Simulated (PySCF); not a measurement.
# How methods differ on the ionisation energy of F

F [He] 2s2 2p5 (2P) → F⁺ [He] 2s2 2p4 (3P), as a difference of total energies. All numbers are calculated (PySCF 2.14, scalar relativity by spin-free X2C-1e, in Sapporo-DZP-2012 (4s3p1d, 18 functions)). Correlated levels: valence: 1s2 frozen. The calculations carry no spin-orbit coupling.

```csv
method,ionisation energy (eV)
UHF,15.622
BP86,17.491
PBE0,17.225
SCS-MP2 (valence),16.815
CCSD (valence),16.764
```

Q: Estimate what CCSD(T) (valence) gives.

A: 16.767 eV, closest to CCSD (valence) among the rows shown.

Q: Estimate what MP2 (valence) gives.

A: 16.869 eV, closest to SCS-MP2 (valence) among the rows shown.

Errors of the correlated levels include the incompleteness of this basis and the frozen core.

For comparison: 17.427 eV (measured; NIST levels, between the centres of gravity of the two terms).
